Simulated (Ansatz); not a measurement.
Calculated with Ansatz (gas phase, PBE0-D4/def2-TZVP geometries, no zero-point term in ΔE). CBS: MP2 limit from def2 TZ/QZ plus the TZ coupled-cluster correction, frozen cores. This one scheme is used for every species, atoms too. DFT in def2-TZVPP. Open shells (•) are unrestricted, without spin–orbit coupling. Spin–orbit coupling would lower the free atoms: a little for C.

`C1=NC1` → 2 C• + 3 H• + N•  (atomization)

What is ΔE at CCSD(T)/CBS? (Estimate.)

The calculation gave: +2369.9 kJ/mol.

What do these levels give: r2SCAN-D4, BHLYP-D4, PBE, r2SCAN, BHLYP, CCSD(T)/def2-TZVPP? (An estimate is asked.)

Computed: r2SCAN-D4 2377.4, BHLYP-D4 2273.6, PBE 2477.8, r2SCAN 2375.9, BHLYP 2266.6, CCSD(T)/def2-TZVPP 2300.4 kJ/mol.

Largest T1 diagnostic among the species: 0.012.

At CCSD(T), def2-SVP lies −117.6 kJ/mol from the extrapolated value and def2-TZVPP −69.5 kJ/mol: correlation converges slowly with the basis, and small sets miss more of it in the bonded molecule than in its fragments. In def2-TZVPP, CCSD(T) changes the Hartree–Fock value by +712.6 kJ/mol (the triples alone add +51.8 kJ/mol) and MP2 by +771.0 kJ/mol; breaking electron pairs costs correlation energy, which Hartree–Fock lacks.

For atomizations the MP2-based limit and the directly extrapolated one differ by several kJ/mol either way, and by 10 to 25 for some Ge, Se and Sn compounds, so smaller differences from it don't rank the levels.
